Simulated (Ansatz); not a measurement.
Frontier orbitals of C₃H₉NO, SMILES `COC(C)N`.

```xyz
14

C     0.266   -0.179   -1.853
O    -0.285   -0.751   -0.700
C    -0.436    0.154    0.392
C     0.896    0.466    1.043
N    -1.334   -0.395    1.354
H     0.178   -0.913   -2.656
H    -0.276    0.731   -2.149
H     1.327    0.076   -1.734
H    -0.882    1.079   -0.004
H     1.338   -0.452    1.441
H     1.598    0.900    0.329
H     0.756    1.173    1.862
H    -2.206   -0.655    0.911
H    -0.937   -1.232    1.765
```

The species carries charge 0 and has multiplicity 1. The geometry is a stationary point of PBE0-D4/def2-TZVP. It is one conformer, not always the lowest. Basis def2-TZVPP, Ansatz.

Orbital energies of one run (eV). Highest occupied ones, from the top: -6.80, -7.23, -8.61, -9.71, -10.24, -10.68, -11.06, -12.16, -12.72, -13.58, -13.87, -16.30, -18.75, -20.16. Empty: 0.89, 1.44, 1.83, 2.28, 2.65, 2.84.

Task: Which functional gave them?
A. CAM-B3LYP
B. BLYP
C. HSE06 (plane-wave form)
D. revPBE

Result: C. HOMO energies: HSE06 -6.80, revPBE -5.59, CAM-B3LYP -8.68, BLYP -5.57 eV.
